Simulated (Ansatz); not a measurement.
# C2H3F3: the cost of one run

Computed with Ansatz 0.2.0 (the levels named in each step, unless a step's input says otherwise).

### Step 1. The starting structure

Bond lengths: C1–C2 1.507 Å, C2–F3 1.342 Å, C2–F4 1.341 Å, C2–F5 1.343 Å, C1–H6 1.094 Å, C1–H7 1.099 Å, C1–H8 1.067 Å. Angles: C1–C2–F3 112.6°, C1–C2–F4 111.7°, C1–C2–F5 112.7°, F3–C2–F4 106.5°, F3–C2–F5 106.4°, F4–C2–F5 106.5°, C2–C1–H6 108.6°, C2–C1–H7 108.4°, C2–C1–H8 110.2°, H6–C1–H7 111.4°, H6–C1–H8 108.7°, H7–C1–H8 109.6°.

Structure file:

```xyz
8

C     1.5430   -0.2922    0.0423
C     0.0625   -0.0113    0.0015
F    -0.5842   -0.7761   -0.8924
F    -0.1913    1.2620   -0.3327
F    -0.5373   -0.2216    1.1841
H     1.6922   -1.3428    0.3099
H     2.0022    0.3785    0.7814
H     1.9769   -0.1186   -0.9167
```

### Step 2. A rough first relaxation, PBE-D4/def2-SVP

This run stands in another session on the same molecule. It ended at:

```xyz
8

C     1.5324   -0.2929    0.0470
C     0.0519   -0.0058    0.0000
F    -0.5794   -0.7908   -0.9071
F    -0.1948    1.2829   -0.3408
F    -0.5361   -0.2251    1.2016
H     1.6971   -1.3489    0.3296
H     2.0141    0.3646    0.7939
H     1.9788   -0.1061   -0.9469
```

### Step 3. Relaxation, B2PLYP/def2-TZVPP

Input file input.yaml:

```yaml
crystal:
  periodic: [false, false, false]
  atoms:
    - { symbol: C, position_ang: [1.53241509, -0.29292831, 0.0470433] }
    - { symbol: C, position_ang: [0.05190254, -0.00575705, -2.861e-05] }
    - { symbol: F, position_ang: [-0.57937111, -0.79079695, -0.90714129] }
    - { symbol: F, position_ang: [-0.19477684, 1.28289409, -0.34077526] }
    - { symbol: F, position_ang: [-0.53610301, -0.22509808, 1.201622] }
    - { symbol: H, position_ang: [1.69710148, -1.34894991, 0.32964243] }
    - { symbol: H, position_ang: [2.01413581, 0.36462715, 0.79387624] }
    - { symbol: H, position_ang: [1.97875605, -0.10610095, -0.9469388] }
basis:
  gaussian: { orbitals: def2-TZVPP }
hamiltonian:
  xc: { name: B2PLYP }
relax:
  f_tol: 0.002
  max_steps: 150
```

On the command line:

```sh
> ansatz run input.yaml --threads 4 --pin off --max-ram 10240MiB --backend cpu --events-out ev --progress --plain --runs-dir out
```

What time and memory should one allow on 4 threads of Intel Xeon at 2.70GHz, shared host?

About 56 s, with a peak of 0.71 GiB.
